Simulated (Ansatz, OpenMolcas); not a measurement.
# SiH2S (SMILES [SiH]S): methods side by side

The species is SiH2S (4 atoms), meant as a singlet with charge 0. As SMILES, `[SiH]S`. Geometry: relaxed at PBE0-D4/def2-TZVP.

```xyz
4

Si   -0.2628   -1.0744    0.1611
S     0.1905    0.9588   -0.2066
H     1.0175   -1.1908    0.9814
H    -0.8897    1.2460   -0.9562
```

Quantity: the energy change with the Si1–H3 bond stretched from 1.525 to 3.050 Å, in eV. The values are calculated.

```csv
level,kind,program,value (eV),less FCI/STO-3G,CPU time (all runs)
SVWN5/STO-3G (restricted),LDA,Ansatz,5.14,+1.08,1.1 s
r2SCAN/STO-3G (restricted),meta-GGA,OpenMolcas,5.24,+1.18,12 s
r2SCAN0/STO-3G (restricted),hybrid meta-GGA,Ansatz,5.83,+1.77,3.7 s
CAM-B3LYP/STO-3G (restricted),range-separated hybrid,Ansatz,5.98,+1.92,2.2 s
HSE06/STO-3G (restricted),range-separated hybrid,Ansatz,5.60,+1.54,2.3 s
wB97M-V/STO-3G (restricted),range-separated hybrid,Ansatz,6.06,+2.00,21 s
ACPF/STO-3G (restricted),coupled cluster or CI,OpenMolcas,1.32,-2.74,3.5 s
CCSDT(Q)/STO-3G (restricted),coupled cluster or CI,Ansatz,4.09,+0.03,0.53 s
FCI/STO-3G,exact in the basis,OpenMolcas,4.06,0.00,10 s
```

FCI/STO-3G is exact within its basis and frozen core, so for wave-function methods in that basis the difference is their error; functionals converge differently with the basis, so for them it is only a difference. The first shape isn't each level's own minimum. The values span 1.32 to 6.06 eV. All rows use very small basis sets, so even the best lies far from the true value. CPU times are rough (shared hosts, several kinds of processor): they show what a rung costs within a factor of a few.
